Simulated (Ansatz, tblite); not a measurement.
# The cluster ZnSe₂−: rung by rung

An exercise on one series of results from a longer session: the logs are not shown, and one member is left open.

Method: as each input shows; program: Ansatz 0.2.0, Gaussian basis.

Levels to be run: GFN1-xTB, GFN2-xTB, PBE-D4/def2-TZVPD, r2SCAN-D4/def2-TZVPD, CAM-B3LYP-D4/def2-TZVPD, LC-ωPBE/def2-TZVPD, HF/def2-TZVPD, ωB97X-V/def2-TZVPD, PBE-D4/def2-SVPD, PBE0-D4/def2-SVPD, CCSD(T)/def2-SVPD, MP2/def2-TZVPD, RPA/def2-TZVPD.

1 further run of the same task is left out (it didn't finish). Runs told in other sessions of the task aren't counted.

## The geometry

The geometry is that of the doublet, from an earlier relaxation (r2SCAN-D4/def2-TZVPD). At that level it is the lowest of the isomers that a small search found.

3 atoms, charge -1, spin multiplicity 2.

Bond lengths: Zn1–Se2 2.238 Å, Zn1–Se3 2.238 Å. Angles: Se2–Zn1–Se3 180.0°.

The ion is computed in the gas phase, without counter-ions or solvent.

PBE0-D4/def2-TZVPD was run before; its log isn't repeated, and its numbers join the tables.

The first run:

Tight binding, by tblite at 300 K electronic temperature and without a spin-polarisation term:

```python
tblite.interface.Calculator('GFN1-xTB', numbers, positions, charge=-1, uhf=1).singlepoint()
```

Tight binding, by tblite at 300 K electronic temperature and without a spin-polarisation term:

```python
tblite.interface.Calculator('GFN2-xTB', numbers, positions, charge=-1, uhf=1).singlepoint()
```

start.molden holds the orbitals of an earlier run on this state, given as this run's starting guess.

Input file in.yaml:

```yaml
crystal:
  periodic: [false, false, false]
  atoms:
    - {symbol: Zn, position_ang: [0.000035, -0.000072, -0.000002]}
    - {symbol: Se, position_ang: [0.457465, 0.008324, -2.191083]}
    - {symbol: Se, position_ang: [-0.457490, -0.008252, 2.191075]}
basis:
  gaussian: {orbitals: def2-TZVPD, initial_orbitals: start.molden}
total_charge: -1
magnetization: {spin_polarized: true, initial_magnetization: 1}
hamiltonian: {xc: pbe, dispersion: d4}
scf: {omitted_lower_state_checks: [starts]}
output: {orbitals: {seedname: orbitals}}
```

Started as:

```console
$ ansatz run in.yaml --threads 4 --pin off --events-out ev --progress --plain --max-ram 3916MiB
```

Among the steps run: PBE-D4/def2-TZVPD; r2SCAN-D4/def2-TZVPD; CAM-B3LYP-D4/def2-TZVPD; LC-ωPBE/def2-TZVPD; HF/def2-TZVPD; ωB97X-V/def2-TZVPD; PBE-D4/def2-SVPD; PBE0-D4/def2-SVPD; CCSD(T)/def2-SVPD; MP2/def2-TZVPD; RPA/def2-TZVPD.

One of the session's tables, all rows but one given; the rest of the session is left out.

It belongs to the step «Levels side by side». 

```
                  level  HOMO (eV)  LUMO (eV)  gap (eV)
          HF/def2-TZVPD      -3.12       2.93      6.05
       PBE-D4/def2-SVPD      -0.77      -0.77     -0.01
      PBE-D4/def2-TZVPD          ?          ?         ?
   r2SCAN-D4/def2-TZVPD      -1.00      -0.73      0.28
      PBE0-D4/def2-SVPD      -1.71      -0.25      1.46
     PBE0-D4/def2-TZVPD      -1.67      -0.21      1.46
CAM-B3LYP-D4/def2-TZVPD      -2.40       0.52      2.91
     LC-ωPBE/def2-TZVPD      -3.47       1.68      5.15
     ωB97X-V/def2-TZVPD      -3.16       1.26      4.42
```

Q: Estimate the row for PBE-D4/def2-TZVPD from the others.

As computed: HOMO (eV): -0.78; LUMO (eV): -0.74; gap (eV): 0.04. In the column «HOMO (eV)» it lies between r2SCAN-D4/def2-TZVPD (-1.00) and PBE-D4/def2-SVPD (-0.77).
